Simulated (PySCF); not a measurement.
Species: C₅H₇N.
SMILES with atom numbers: `[CH3:1]/[N:2]=[CH:3]\[C:4]1=[CH:5][CH2:6]1` (hydrogens: H7, H8, H9 on C1; H10 on C3; H11 on C5; H12, H13 on C6)

Method: PySCF 2.14.0, PBE0-D3(BJ)/def2-SVP geometry optimisation, gas phase; density fitting, grid level 1; the optimiser is geomeTRIC in internal coordinates, started from a GFN2-xTB structure.

Step 0: E = -6772.9895 eV
```
atom  x, y, z in Å  |  force x, y, z in eV/Å
C1      1.8494    0.9584   -0.2983   -0.017  -0.435   0.267
N2      1.7074   -0.0142    0.7426    0.491   0.126   0.144
C3      0.6044   -0.6084    0.9383    0.277  -0.010   0.121
C4     -0.6141   -0.4296    0.2159   -0.820   0.272  -0.653
C5     -1.3234    0.1671   -0.7120    0.160  -0.780   0.888
C6     -2.0422   -0.8816    0.0768    0.515   0.329  -0.130
H7      1.4512    1.9181    0.0410   -0.119   0.380   0.066
H8      2.9140    1.0786   -0.4976    0.278   0.198  -0.210
H9      1.3252    0.6833   -1.2189   -0.149  -0.023  -0.350
H10     0.5859   -1.3310    1.7483   -0.107  -0.369   0.387
H11    -1.4293    0.8807   -1.4922   -0.012   0.679  -0.694
H12    -2.7728   -0.5811    0.8197   -0.392   0.161   0.411
H13    -2.2604   -1.8398   -0.3813   -0.104  -0.529  -0.247
```

Q: Estimate the geometry and energy of step 1. (The exact step hangs on the optimiser's Hessian estimate; all steps are aligned on step 0, rigid shifts and turns removed.)

A: E = -6773.0448 eV, largest force 0.205 eV/Å
```
atom  x, y, z in Å  |  force x, y, z in eV/Å
C1      1.8351    0.9324   -0.3023    0.036   0.109  -0.042
N2      1.7322   -0.0237    0.7620    0.027  -0.034   0.011
C3      0.6211   -0.6122    0.9663   -0.075  -0.026  -0.001
C4     -0.6089   -0.4187    0.2227    0.064  -0.042   0.080
C5     -1.3111    0.1905   -0.6940   -0.031   0.120  -0.163
C6     -2.0306   -0.8765    0.0656   -0.084  -0.051   0.032
H7      1.3936    1.8975    0.0121    0.003  -0.043  -0.024
H8      2.8941    1.1208   -0.5348   -0.028  -0.006   0.005
H9      1.3156    0.6258   -1.2298    0.008  -0.009   0.033
H10     0.5729   -1.3416    1.7891    0.013   0.023  -0.008
H11    -1.3921    0.9444   -1.4774    0.020  -0.064   0.091
H12    -2.7838   -0.5930    0.8195    0.033  -0.016  -0.024
H13    -2.2425   -1.8452   -0.4167    0.013   0.041   0.010
```

The energy changes by -0.0553 eV. The first-order estimate −F·Δx gives -0.1154 eV and the mean of the old and new forces, exact on a quadratic surface, -0.0545 eV. The step makes an angle of 73° with the force vector and moves no atom by more than 0.075 Å.

What follows is the cost of the whole optimisation. On Arm Neoverse V1, one thread, shared host with 64 logical CPUs at a one-minute load of 45, this took 46 s wall and 0.52 GiB of memory at its peak.
